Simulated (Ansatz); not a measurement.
Reaction (substitution at a C–O bond): `COCCOC` + H–F → `COCCF` + CH₃OH

Computed with Ansatz on PBE0-D4/def2-TZVP structures; ΔE is electronic, products minus reactants. CCSD(T)/CBS is the MP2 limit (def2-TZVPP, def2-QZVPP) plus CCSD(T) − MP2 in def2-TZVPP, frozen cores. This one scheme is used for every species. DFT in def2-TZVPP. B3LYP here is the variant with VWN-RPA as its local correlation; programs differ in this. HSE06 is defined as in plane-wave codes. One conformer a species, not always the lowest.

**Question.** Is it downhill or uphill in electronic energy at CCSD(T)/CBS, and by how much? (Best estimate.)

**Answer.** Ansatz gave: Uphill: ΔE = +17.0 kJ/mol.

**Question.** What do these levels give: revPBE-D4, PBE0-D4, B3LYP-D4, HSE06-D4, CAM-B3LYP-D4, PBE, r2SCANh, RPA@PBE/def2-TZVPP, HF/def2-SVP, HF/def2-TZVPP, SCS-MP2/def2-TZVPP, HF/def2-QZVPP? (Best estimate.)

**Answer.** Ansatz gave: revPBE-D4 14.1, PBE0-D4 11.9, B3LYP-D4 8.4, HSE06-D4 11.7, CAM-B3LYP-D4 7.5, PBE 5.1, r2SCANh 7.2, RPA@PBE/def2-TZVPP 12.3, HF/def2-SVP -3.0, HF/def2-TZVPP -3.0, SCS-MP2/def2-TZVPP 15.5, HF/def2-QZVPP -2.9 kJ/mol.

Largest T1 diagnostic among the species: 0.011.

In def2-TZVPP, CCSD(T) changes the Hartree–Fock value by +19.1 kJ/mol (the triples alone add +2.6 kJ/mol) and MP2 by +25.2 kJ/mol. The D4 term adds +8.0 kJ/mol with B3LYP and +4.7 kJ/mol with PBE0; it sums over pairs of atoms, weighted by their polarisabilities, and B3LYP, whose exchange is more repulsive, gets the larger term.
